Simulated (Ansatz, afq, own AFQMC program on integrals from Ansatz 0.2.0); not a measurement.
# CH$_{4}$Cl, doublet in cc-pVTZ, levels against AFQMC with the constraint released

| atom | x (Å) | y (Å) | z (Å) |
| --- | --- | --- | --- |
| Cl | -0.8182 | 0.0000 | 0.0000 |
| H | 0.7868 | 0.0000 | 0.0000 |
| C | 1.8768 | 0.0000 | 0.0000 |
| H | 1.8768 | -1.0800 | 0.0000 |
| H | 1.8768 | 0.5400 | 0.9353 |
| H | 1.8768 | 0.5400 | -0.9353 |

Connectivity, by distances: Cl ··· CH3, 1 bridging H.

Basis cc-pVTZ. Only valence electrons are correlated. Ansatz 0.2.0 and our own AFQMC program on the same integrals; the CISD trial comes from CCSD amplitudes, and released means the phaseless constraint is let go. Uncertainties: one standard error, sampling alone.

Determinant: UHF, the one that the program's search chose, which needn't be the lowest solution. The geometry is a point of a scan.

No full CI on the walks' own integrals is used here. The released AFQMC energy serves as the reference, which it does only where one determinant dominates, the energy is flat over the last release times and near the phaseless one (40 meV or 2 meV an electron, half that with transition metals). On small molecules, where full CI could be run and the noise was under 10 meV, such values lay within 10 meV of it in 19 cases of 20, a flattering rate, since the rule was set on those same cases; what remains of the bias isn't in the error bar.

Cautions: the released value is read at 1.50 1/Eh with a noise of 11 meV, more than in the cases checked (meV from the phaseless value at times in 1/Eh: 6 ± 7 at 0.24, -4 ± 5 at 0.51, -18 ± 5 at 0.99, -10 ± 11 at 1.50).

The T1 diagnostic is 0.0117 and the weight of the determinant in the CISD state is 0.859. The ⟨S²⟩ of the determinant is 0.782 and the size of the correlated space is 15 electrons in 114 orbitals.

| level | correlation energy (eV) |
| --- | --- |
| MP2 | -10.3995 |
| CCSD | -11.4355 |
| CCSD(T) | -11.8508 |

(1) Estimate where AFQMC with the constraint released lies against CCSD(T) on the same integrals.

(1) 3.6 ± 1.1 kJ/mol below CCSD(T).

Reference: AFQMC with the constraint released, correlation energy -11.888 ± 0.011 eV.

```json
{"level": "CCSD(T)", "E − E(reference) (kJ/mol)": "3.6 ± 1.1", "share of correlation (%)": "99.69"}
{"level": "ph-AFQMC/CISD", "E − E(reference) (kJ/mol)": "0.9 ± 1.2", "share of correlation (%)": "99.92"}
```

A walk keeps the symmetry of its determinant, which the program's search chose and which needn't be the lowest solution, so a lower state of the same spin and another symmetry isn't excluded. Released energies are given only where the last usable release times agree within the noise; a slower fall can still hide under it.
